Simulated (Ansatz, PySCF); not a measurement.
Molecule: ClF, charge 0, multiplicity 1. 
Coordinates optimised at B3LYP-D3(BJ)/def2-TZVP (Ansatz, an electronic-structure program):
```
F
Cl 1 1.6409
```
Charge 0, spin multiplicity 1.


Wanted: enthalpy of formation at 298 K (from the atomisation energy, B3LYP-D3(BJ)/def2-TZVP harmonic zero-point and thermal terms from PySCF, and the atoms' enthalpies of formation in the G2/97 table; no spin-orbit terms, and no core term in the frozen-core levels), in eV. Cores are frozen in the correlated levels unless marked. Open shells are spin-unrestricted. No spin-orbit coupling. Non-relativistic. The coupled-cluster limit lacks core correlation, which all-electron functionals hold. Basis-set limits of correlation are two-point, X^-3; Hartree-Fock from the larger set (for Q and 5 zeta extrapolated as (X+1)exp(-9√X)). [CCSD(T)-MP2]/basis is that difference in the basis named.

```json
[
 {"level": "HF/def2-SVPD", "program": "Ansatz", "enthalpy of formation at 298 K (eV)": "1.97"},
 {"level": "HF/aug-cc-pV(Q+d)Z", "program": "Ansatz", "enthalpy of formation at 298 K (eV)": "1.74"},
 {"level": "r2SCAN/def2-TZVPD", "program": "Ansatz", "enthalpy of formation at 298 K (eV)": "-0.60"},
 {"level": "B3LYP-D3(BJ)/def2-TZVPD", "program": "Ansatz + dftd3", "enthalpy of formation at 298 K (eV)": "-0.55"},
 {"level": "MN15/def2-TZVPD", "program": "PySCF", "enthalpy of formation at 298 K (eV)": "-0.73"},
 {"level": "CAM-B3LYP-D3(BJ)/def2-TZVPD", "program": "Ansatz + dftd3", "enthalpy of formation at 298 K (eV)": "-0.55"},
 {"level": "CAM-B3LYP-D4/def2-TZVPD", "program": "Ansatz + dftd4", "enthalpy of formation at 298 K (eV)": "-0.56"},
 {"level": "B2GP-PLYP/def2-TZVPD", "program": "Ansatz", "enthalpy of formation at 298 K (eV)": "-0.43"},
 {"level": "MP2/def2-QZVPP", "program": "Ansatz", "enthalpy of formation at 298 K (eV)": "-0.78"},
 {"level": "SCS-MP2/aug-cc-pV(T+d)Z", "program": "Ansatz", "enthalpy of formation at 298 K (eV)": "-0.58"},
 {"level": "SCS-MP2/def2-QZVPPD", "program": "Ansatz", "enthalpy of formation at 298 K (eV)": "-0.64"},
 {"level": "CCSD/def2-SVPD", "program": "Ansatz", "enthalpy of formation at 298 K (eV)": "0.09"},
 {"level": "CCSD(T)/6-31G*", "program": "Ansatz", "enthalpy of formation at 298 K (eV)": "-0.09"},
 {"level": "RI-MP2/CBS(def2-TZVPPD,def2-QZVPPD)+[CCSD(T)-MP2]/def2-TZVPPD", "program": "Ansatz", "enthalpy of formation at 298 K (eV)": "-0.61"},
 {"level": "CCSD(T)/CBS(cc-pV(Q+d)Z,cc-pV(5+d)Z)", "program": "Ansatz", "enthalpy of formation at 298 K (eV)": "-0.63"}
]
```
